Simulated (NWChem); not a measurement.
System: AlCl3; SMILES [Al]([Cl])([Cl])[Cl]

Problem. Give the equilibrium geometry at B3LYP/6-31G* (spherical d) (NWChem) as a list of bonds and angles, with the point group.

Solution. point group D3h; any orientation.
Bond lengths (Å): Al1–Cl2 2.088, Al1–Cl3 2.088, Al1–Cl4 2.088. Bond angles (°): Cl2–Al1–Cl3 120.0, Cl2–Al1–Cl4 120.0, Cl3–Al1–Cl4 120.0.
